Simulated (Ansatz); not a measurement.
# BSiH4 (SMILES [BH][SiH3]): the energy, rung by rung

The species is BSiH4 (6 atoms), meant as a doublet with charge 0. As SMILES, `[BH][SiH3]`. The coordinates come from a GFN2-xTB relaxation.

```xyz
6

B     0.9385   -0.8301    0.6514
Si   -0.2687    0.3784   -0.1983
H     1.2069   -1.9213    0.9296
H    -1.5115   -0.1384   -0.8202
H     0.3927    1.1027   -1.3009
H    -0.7579    1.4086    0.7384
```

Quantity: the energy change with the B1–H3 bond stretched from 1.158 to 1.447 Å, in eV. The values are calculated.

| level | kind | program | value (eV) | less FCI/STO-3G | CPU time (all runs) |
| --- | --- | --- | --- | --- | --- |
| UHF/STO-3G | Hartree–Fock | Ansatz | 1.04 | +0.31 | 0.5 s |
| USVWN5/STO-3G | LDA | Ansatz | 0.76 | +0.03 | 2.7 s |
| U-revPBE/STO-3G | GGA | Ansatz | 0.72 | -0.01 | 7.3 s |
| UBHLYP/STO-3G | global hybrid | Ansatz | 0.93 | +0.20 | 7.1 s |
| U-wB97M-V/STO-3G | range-separated hybrid | Ansatz | 0.85 | +0.12 | 56 s |
| UB2PLYP/STO-3G | double hybrid | Ansatz | 0.85 | +0.12 | 8 s |
| RPA@PBE/STO-3G | RPA | Ansatz | 0.67 | -0.06 | 11 s |
| UBCCD(T)/STO-3G | coupled cluster or CI | Ansatz | 0.73 | 0.00 | 1.3 s |
| UCCSD(T)/STO-3G | coupled cluster or CI | Ansatz | 0.73 | 0.00 | 0.75 s |
| FCI/STO-3G | exact in the basis | Ansatz | 0.73 | 0.00 | 16 s |

FCI/STO-3G is exact within its basis and frozen core, so for wave-function methods in that basis the difference is their error; functionals converge differently with the basis, so for them it is only a difference. The first shape isn't each level's own minimum. The values span 0.67 to 1.04 eV. All rows use very small basis sets, so even the best lies far from the true value. CPU times are rough (shared hosts, several kinds of processor): they show what a rung costs within a factor of a few.
